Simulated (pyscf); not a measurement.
I• (SMILES [I]) + H₃C–CH₃ (SMILES CC) -> H₃C–I (SMILES CI) + CH₃• (SMILES [CH3]) (substitution at C; doublet surface; C–C broken, C–I formed). Structures and frequencies: ωB97X-D3(BJ)/def2-SVP in PySCF. Energies in kcal/mol from the separated reactants.

| level | barrier | reaction energy |
|---|---|---|
| ωB97X-D3(BJ)/def2-TZVP | 47.3 | +31.9 |
| PBE/def2-TZVP | 38.0 | +29.9 |
| r²SCAN/def2-TZVP | ___ | +27.9 |
| PBE0-D3(BJ)/def2-TZVP | 42.6 | +31.1 |
| ωB97M-D3(BJ)/def2-TZVP | 49.9 | +35.3 |
| HF/def2-TZVP | ___ | ___ |

**Question.** Complete the blanks.

**Answer.** 
- r²SCAN/def2-TZVP, barrier: 38.4
- HF/def2-TZVP, barrier: 57.6
- HF/def2-TZVP, reaction energy: +32.9

The functionals in the table span 11.9 kcal/mol in this barrier, from PBE to ωB97M-D3(BJ). This is the saddle that the search found; another between the same sides may lie lower. The angle at the attacked C is 180°. Left out: the spin-orbit lowering of I, which is large for Br, Se, Te and I. Elements past Kr carry the def2 core potentials, without spin-orbit coupling.
